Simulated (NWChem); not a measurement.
Species: methanol (CH4O); SMILES CO

Results from NWChem. Each level has its own optimisation; frequencies are unscaled.

```csv
level,basis functions,r C–O (Å),r H–O (Å),highest harmonic frequency (cm⁻¹),lowest (cm⁻¹),zero-point energy (kcal/mol),dipole (D)
Hartree-Fock/STO-3G,14,1.433,0.991,4228,400,37.9,1.51
Hartree-Fock/def2-SVP,48,1.391,0.943,4193,[?],34.5,1.81
Hartree-Fock/def2-SVPD,75,1.396,0.942,4203,308,34.3,1.76
Hartree-Fock/def2-TZVP,86,1.398,0.941,4156,321,34.3,1.77
```

Q: Fill in the missing entries.

A: 
- Hartree-Fock/def2-SVP, lowest (cm⁻¹): 346
